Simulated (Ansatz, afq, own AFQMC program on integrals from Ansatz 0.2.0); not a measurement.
SiH$_{4}$, triplet: AFQMC among the cluster methods

```
atom    x (Å)    y (Å)    z (Å)
  Si   0.0000   0.0000   0.0000
   H  -0.0115   1.0851   1.0776
   H  -0.0165  -1.0776   1.0850
   H   0.0165   1.0776  -1.0850
   H   0.0115  -1.0851  -1.0776
```

Basis cc-pVDZ. Only valence electrons are correlated. AFQMC by an in-house program on the Cholesky factors that Ansatz 0.2.0 writes for its CCSD(T) run. ph-AFQMC/CISD is guided by a CISD state made of CCSD amplitudes; releasing the constraint for a short imaginary time cuts its bias at the price of noise, slowly where states lie close. Free AFQMC starts from the CCSD state and is never constrained. Its projection time is finite, and what remains of the start isn't in its error. ± is one standard error of the sampling.

Determinant: UHF, the one that the program's search chose, which needn't be the lowest solution. The geometry is a PBE0/def2-TZVP stationary point of this or a neighbouring charge and spin state.

No full CI on the walks' own integrals is used here; CCSDT(Q) serves as the reference and is uncertain by about the last step of the cluster series.

Cautions: lower spins were not checked.

```
T1 diagnostic                               : 0.0128
weight of the determinant in the CISD state : 0.901
⟨S²⟩ of the determinant                     : 2.023
size of the correlated space                : 8 electrons in 33 orbitals
```

| level | correlation energy (eV) |
| --- | --- |
| MP2 | -3.2897 |
| CCSD | -4.1703 |
| CCSD(T) | -4.2824 |

(1) Estimate where phaseless AFQMC with a CISD trial lies against CCSD(T) on the same integrals.

(1) 28.8 ± 8.1 meV below CCSD(T).

Reference: CCSDT(Q), correlation energy -4.316 eV. The released energy is read at 2.40 1/Eh (meV from the phaseless value at times in 1/Eh: -9 ± 9 at 0.24, -3 ± 7 at 0.51, -4 ± 7 at 0.99, -14 ± 8 at 1.62, -14 ± 9 at 2.40).

| level | E − E(reference) (meV) | share of correlation (%) |
| --- | --- | --- |
| CCSD(T) | 33.7 | 99.22 |
| CCSDT | 4.5 | 99.90 |
| ph-AFQMC/HF | 106.2 ± 38.7 | 97.54 |
| ph-AFQMC/CISD | 4.9 ± 8.1 | 99.89 |
| released AFQMC | -9.1 ± 9.3 | 100.21 |
| free AFQMC | -2.3 ± 9.8 | 100.05 |

Free projections are given only where their last times agree within the noise and don't stop above the reference; a slow remainder of the start can still hide under it. A walk keeps the symmetry of its determinant, which the program's search chose and which needn't be the lowest solution, so a lower state of the same spin and another symmetry isn't excluded. Released energies are given only where the last usable release times agree within the noise; a slower fall can still hide under it.
